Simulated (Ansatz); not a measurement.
Structure relaxation of WAu

The calculation used DFT PBE, scalar-relativistic, plane waves, PAW (Ansatz 0.2.0). Cutoff 420 eV, Γ-centred k mesh, Gaussian smearing, no spin polarisation in the final step.

WAu was placed on the litharge structure type (P4/nmm, No. 129), with W in place of Pb, Au in place of O, at a guessed volume.

```
W Au
1.0
     3.84346    0.00000    0.00000
     0.00000    3.84346    0.00000
     0.00000    0.00000    4.85655
W Au
2 2
Direct
  0.00000 0.50000 0.23510
  0.50000 0.00000 0.76490
  0.00000 0.00000 0.00000
  0.50000 0.50000 0.00000
```

Cell and atoms relax at zero pressure; the relaxation can't lower the symmetry of the start. After a coarse first stage the cell is made exact in the group found at 0.06 Å.

Energies over the elements count from the elements' standard structures at the same level, with no empirical corrections.

(1) What does it relax into?

(2) What are its volume, energy, density and gap?

Answers

(1) It ends in P4/mmm (No. 123). The result has the CuAu (L1_0) structure. Conventional cell: a = 2.771 Å, c = 4.329 Å. Around W lie 4 W at 2.77 Å and 8 Au at 2.92 Å; Au has 4 Au at 2.77 Å and 8 W at 2.92 Å.

Space group P4/mmm (No. 123). a = 2.771 Å, b = 2.771 Å, c = 4.329 Å, α = 90.00°, β = 90.00°, γ = 90.00°
```json
{"atom": "W", "site": "1d", "symmetry": "4/mmm", "x": "0.5000", "y": "0.5000", "z": "0.5000"}
{"atom": "Au", "site": "1a", "symmetry": "4/mmm", "x": "0.0000", "y": "0.0000", "z": "0.0000"}
```

(2) The volume per atom is 16.62 Å³ and the density is 19.02 g/cm³. The energy over the elements is 0.46 eV/atom and the gap on the 20×20×14 mesh is 0 eV (a metal).

The final run used a 20×20×14 mesh on its 2-atom cell and 0.10 eV smearing. For metals, differences of a few meV/atom aren't resolved. Spin–orbit coupling is left out. A structure relaxed within its symmetry needn't be a true minimum. The steps took of the order of 2.2 core-minutes in all.